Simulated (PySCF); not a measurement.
Ionisation energies (eV) were calculated with PySCF 2.14 by UHF, LDA, MP2 (valence), in another order, as differences of total energies without spin-orbit coupling. The measured values are between term centres (NIST).

```
                                                                                     species  measured       A       B       C
    F⁺ (aug-cc-pCVTZ-DK with one added diffuse shell each of s, p, d, f type, spin-free X2C)    34.950  35.251  33.368  34.619
    Si (aug-cc-pCVTZ-DK with one added diffuse shell each of s, p, d, f type, spin-free X2C)     8.157   8.224   7.627   8.039
     P (aug-cc-pCVTZ-DK with one added diffuse shell each of s, p, d, f type, spin-free X2C)    10.526  10.568   9.896  10.483
   Cl⁺ (aug-cc-pCVTZ-DK with one added diffuse shell each of s, p, d, f type, spin-free X2C)    23.771  23.960  22.573  23.366
Mn (aug-cc-pwCVTZ-DK with one added diffuse shell each of s, p, d, f, g type, spin-free X2C)     7.434   7.570   6.022   7.070
 In⁺ (aug-cc-pwCVTZ-DK3 with one added diffuse shell each of s, p, d, f type, spin-free X2C)    18.870  19.406  17.014  17.665
  Te (aug-cc-pwCVTZ-DK3 with one added diffuse shell each of s, p, d, f type, spin-free X2C)     8.749   9.017   7.735   8.378
  Xe (aug-cc-pwCVTZ-DK3 with one added diffuse shell each of s, p, d, f type, spin-free X2C)    12.565  12.624  11.448  12.299
```

Q: Which column is which method?

A: A is LDA (mean error 0.20 eV); B is UHF (mean error -1.17 eV); C is MP2 (valence) (mean error -0.39 eV). LDA overbinds the outer electron and comes out highest. Hartree-Fock lacks the correlation of the electron removed and comes out lowest. Valence MP2 in a finite basis recovers only part of the missing correlation, so it stays below experiment on average.
